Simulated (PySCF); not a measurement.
Silylidenephosphane, H₃PSi.
SMILES: `[SiH2]=P`

A linear-response calculation (PySCF, def2-SVPD basis, gas phase, vertical, core orbitals frozen in the response) gave these numbers; the functional is withheld.

Orbital energies (eV): HOMO-3 -12.27, HOMO-2 -10.94, HOMO-1 -9.35, HOMO -7.96, LUMO -1.10, LUMO+1 0.90, LUMO+2 1.27.

```
state  E (eV)       f  main configurations (H = HOMO, L = LUMO)
   S1    4.33   0.156                                 H→L (93%)
   S2    4.64  0.0029                               H-1→L (97%)
   S3    5.37  0.0004                               H→L+1 (86%)
   S4    5.97   0.019                  H-2→L (71%), H→L+2 (24%)
   S5    6.00   0.074                  H→L+2 (67%), H-2→L (26%)
   S6    6.65   0.032                  H→L+4 (56%), H→L+3 (28%)
```

Triplets (Tamm–Dancoff): T1 2.21 eV, H→L (98%); T2 3.94 eV, H-1→L (94%); T3 4.87 eV, H→L+1 (71%), H→L+2 (14%); T4 5.41 eV, H→L+2 (64%), H→L+3 (11%), H→L+1 (9%).

Vertical ionisation energy by ΔSCF with the same functional: 8.92 eV. Mean static polarisability: 60.3 au.

Question: Which of these was used?
A. PBE
B. CAM-B3LYP
C. HF
D. B3LYP

Answer: B. CAM-B3LYP is range-separated, 19% exact exchange at short range and 65% at long range (ω = 0.33 bohr⁻¹). In this run −ε(HOMO) = 7.96 eV differs from the ΔSCF value by -0.96 eV, and S1 differs from the orbital gap of 6.86 eV by -2.53 eV. The ratio −ε(HOMO)/IP is 0.89. Usual ranges for neutral molecules in this basis: 0.85 to 0.93 with CAM-B3LYP, 0.5 to 0.7 with PBE, 0.67 to 0.83 with B3LYP; Hartree–Fock can't fall below 1, since the ion's relaxation only lowers the ΔSCF value.

Computed, not measured: TDDFT CAM-B3LYP/def2-SVPD, vertical, gas phase, core orbitals frozen in the response (PySCF 2.14.0, density-fitted response routines). Geometry: PBE0-D3(BJ)/def2-SVP; no solvent, vibrations or thermal averaging.
